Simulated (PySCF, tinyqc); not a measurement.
Inside a calculation. Method: coupled-perturbed Hartree-Fock on RHF in the sto-3g basis, for CH2, spin multiplicity 1. The lowest restricted solution is unstable here: a spin-polarised one lies 0.0335 hartree lower (PySCF). One step of it, computed by the program tinyqc.

Question. Coupled step 1. U_ai = -(mu_ai + sum_bj [4 (ai|bj) - (ab|ij) - (aj|bi)] U_bj) / (e_a - e_i); alpha = -4 sum U_ai mu_ai.

uncoupled U:
```
           i1        i2        i3        i4
a5   0.000000  0.000000  0.000000  0.000000
a6   0.000000  0.000000  0.861550  0.000000
a7  -0.007084  0.201326  0.000000  0.712804
```

dipole integrals <a|y|i> (bohr):
```
          i1         i2         i3         i4
a5  0.000000   0.000000   0.000000   0.000000
a6  0.000000   0.000000  -1.003496   0.000000
a7  0.082972  -0.309437   0.000000  -0.718551
```

orbital energies (hartree): MO1 -10.999112, MO2 -0.824340, MO3 -0.520169, MO4 -0.295410, MO5 0.231151, MO6 0.644587, MO7 0.712653

Two-electron integrals over orbitals (pq|rs), unique and non-zero (hartree):
```
(11|11) 3.506826    (21|11) -0.289019   (21|21) 0.038157    (22|11) 0.714363
(22|21) -0.006616   (22|22) 0.550862    (31|31) 0.007516    (32|31) 0.013133
(32|32) 0.144546    (33|11) 0.607061    (33|21) -0.002295   (33|22) 0.517393
(33|33) 0.526569    (41|11) 0.169588    (41|21) -0.018820   (41|22) 0.015617
(41|33) 0.006687    (41|41) 0.027201    (42|11) -0.082226   (42|21) 0.007610
(42|22) 0.028916    (42|33) 0.021813    (42|41) 0.012606    (42|42) 0.073382
(43|31) -0.002778   (43|32) 0.021471    (43|43) 0.032371    (44|11) 0.808254
(44|21) -0.013618   (44|22) 0.496478    (44|33) 0.466226    (44|41) -0.011982
(44|42) -0.083341   (44|44) 0.669468    (51|51) 0.021722    (52|51) 0.023341
(52|52) 0.089117    (53|53) 0.020194    (54|51) -0.013581   (54|52) -0.039773
(54|54) 0.052778    (55|11) 0.851987    (55|21) -0.009217   (55|22) 0.543740
(55|33) 0.484977    (55|41) 0.004912    (55|42) -0.043545   (55|44) 0.582767
(55|55) 0.672833    (61|11) -0.224931   (61|21) 0.032349    (61|22) 0.001379
(61|33) 0.001072    (61|41) -0.005588   (61|42) 0.014867    (61|44) -0.020456
(61|55) -0.005859   (61|61) 0.033504    (62|11) 0.247486    (62|21) -0.005425
(62|22) 0.082921    (62|33) 0.028268    (62|41) 0.014796    (62|42) -0.000548
(62|44) 0.075943    (62|55) 0.125223    (62|61) 0.002522    (62|62) 0.097947
(63|31) 0.001453    (63|32) -0.067888   (63|43) -0.027530   (63|63) 0.082072
(64|11) 0.104898    (64|21) 0.000013    (64|22) 0.032278    (64|33) 0.005112
(64|41) 0.002863    (64|42) -0.008476   (64|44) 0.060315    (64|55) 0.049327
(64|61) 0.001878    (64|62) 0.047206    (64|64) 0.033255    (65|51) 0.016794
(65|52) 0.056329    (65|54) -0.014475   (65|65) 0.044719    (66|11) 0.697559
(66|21) -0.005570   (66|22) 0.540698    (66|33) 0.516244    (66|41) 0.022355
(66|42) 0.055948    (66|44) 0.455968    (66|55) 0.505620    (66|61) 0.006886
(66|62) 0.062465    (66|64) 0.020980    (66|66) 0.576161    (71|31) 0.012691
(71|32) 0.019962    (71|43) -0.004993   (71|63) 0.002130    (71|71) 0.021555
(72|31) 0.008609    (72|32) -0.002977   (72|43) -0.032128   (72|63) 0.047034
(72|71) 0.013600    (72|72) 0.053481    (73|11) 0.249024    (73|21) -0.006159
(73|22) 0.051034    (73|33) 0.026689    (73|41) -0.001061   (73|42) -0.057927
(73|44) 0.123380    (73|55) 0.124051    (73|61) -0.007014   (73|62) 0.074041
(73|64) 0.041625    (73|66) 0.004105    (73|73) 0.118432    (74|31) -0.008999
(74|32) -0.071917   (74|43) 0.010217    (74|63) 0.037736    (74|71) -0.014768
(74|72) -0.008737   (74|74) 0.063334    (75|53) 0.018417    (75|75) 0.022074
(76|31) 0.008739    (76|32) 0.111749    (76|43) 0.033076    (76|63) -0.075844
(76|71) 0.013496    (76|72) -0.027532   (76|74) -0.051599   (76|76) 0.111935
(77|11) 0.749437    (77|21) -0.009092   (77|22) 0.519916    (77|33) 0.523735
(77|41) 0.003916    (77|42) -0.010479   (77|44) 0.526554    (77|55) 0.527541
(77|61) -0.007189   (77|62) 0.043685    (77|64) 0.014746    (77|66) 0.519201
(77|73) 0.063470    (77|77) 0.561685
```

Give: U after step 1; polarisability.

Answer.

U after step 1:
```
         i1      i2      i3      i4
a5   0.0000  0.0000  0.0000  0.0000
a6   0.0000  0.0000  1.0143  0.0000
a7  -0.0059  0.2546  0.0000  0.8884
```

polarisability = 6.9419 bohr^3
